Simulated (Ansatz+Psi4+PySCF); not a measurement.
A calculation with Ansatz (development build ahead of 0.2.0).

```yaml
crystal:
  periodic: [false, false, false]
  atoms:
    - { symbol: O, position_ang: [0.0, 0.0, 0.62298] }
    - { symbol: O, position_ang: [0.0, 0.0, -1.86893] }
basis:
  gaussian: { orbitals: cc-pVTZ }
magnetization:
  spin_polarized: true
  initial_magnetization: 2
hamiltonian:
  xc: hf
correlation:
  method: mp2
  frozen_orbitals: { O: 1 }
scf:
  omitted_lower_state_checks: [stability, starts, atomic_configurations, cluster_reference, orbital_swaps, given_window_search, neighbouring_geometries, increment]
```

The input is written out in the form of the current development build from the run's settings.

Output:

```json
{"Converged": "yes", "Reference energy": "-149.58686 hartree", "Correlation energy": "-0.28637 hartree", "Total energy": "-149.87322 hartree", "Spin squared of the determinant": "2.999"}
```

Caution: large amplitudes, a single reference is doubtful; the unrestricted determinant is a mixture of spin states; the determinant breaks the point group; another reference gives a lower total.
